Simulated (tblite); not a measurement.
Task: What does the GFN2-xTB structure of InChI=1S/C3H2NS/c1-2-5-3-4-1/h1-2H look like in three dimensions? (Doublet state.)

Result: 
```
atom  x, y, z in Å
C1     1.655   -0.405    0.311
N2     0.689   -1.147    0.601
C3    -0.525   -0.565    0.384
C4    -0.429    0.698   -0.103
S5     1.244    1.150   -0.285
H6    -1.424   -1.112    0.600
H7    -1.208    1.386   -0.363
```

Any rigid rotation of these coordinates is as good. Atoms count from 1 in this order. The C–N distances run from 1.253 Å (C1–N2, aromatic) to 1.364 Å (N2–C3, aromatic), a spread of 0.111 Å. S5 (sulfur bonded to 2 C) is bent (angle 87.6°). The 5 heavy atoms lie in one plane (0.000 Å rms). C4 (carbon bonded to C, S and H) is planar (angles 129.3°, 120.4° and 110.3°, sum 360.0°, 0.00 Å off the plane of its three neighbours).

Bonds between heavy atoms (Å): C1–N2 1.253, N2–C3 1.364, C3–C4 1.357, C4–S5 1.742, C1–S5 1.715.

Computed geometry: GFN2-xTB, gas phase. This method treats the open shell by occupation alone, without spin polarisation.

Point group: Cs (tolerance 0.08 Å). Its GFN2-xTB frequencies are all real (lowest 394 cm⁻¹).
